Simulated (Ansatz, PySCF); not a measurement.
System: C₂H₃N, charge 1, multiplicity 2. 
Geometry from a B3LYP-D3(BJ)/def2-TZVP (Ansatz, a first-principles code) optimisation:
```xyz
6

C     -1.1556    -0.0194    -0.0198
C      0.2409    -0.0117    -0.0099
N      1.4428     0.0093     0.0114
H     -1.5838    -0.7676    -0.6887
H     -1.5152    -0.1262     1.0324
H     -1.5124     1.0147    -0.2456
```
Charge +1, spin multiplicity 2.

Total electronic energies in hartree. Valence correlation only, unless marked. Open shells are spin-unrestricted. Spin-orbit coupling is left out. Non-relativistic. CBS(X,Y): correlation extrapolated as X^-3; Hartree-Fock from the larger set. [CCSD(T)-MP2]/basis is that difference in the basis named.

| level | program | energy (Eh) |
|---|---|---|
| BLYP/def2-TZVPD | Ansatz | -132.33228 |
| BP86-D4/def2-TZVPD | PySCF + dftd4 | -132.36941 |
| M06-L/def2-TZVPD | PySCF | -132.35714 |
| B97M-V/def2-TZVPD | Ansatz | -132.36264 |
| B3LYP-D3(BJ)/def2-TZVPD | Ansatz + dftd3 | -132.37467 |
| B3LYP-D4/def2-TZVPD | Ansatz + dftd4 | -132.37280 |
| PBE0/def2-TZVPD | Ansatz | -132.20353 |
| r2SCANh/def2-TZVPD | Ansatz | -132.28022 |
| B2GP-PLYP/def2-TZVPD | Ansatz | -132.21857 |
| RPA@PBE/cc-pVQZ | Ansatz | -132.38237 |
| MP2/6-31G* | Ansatz | -131.88624 |
| CCSD/STO-3G | Ansatz | -130.10370 |
| CCSD/aug-cc-pVDZ | Ansatz | -131.96091 |
| CCSD(T)/6-31G | Ansatz | -131.74634 |
| RI-MP2/CBS(cc-pVTZ,cc-pVQZ)+[CCSD(T)-MP2]/cc-pVTZ | Ansatz | -132.1388 |

Totals of different functionals don't rank their quality; only differences between species are comparable.
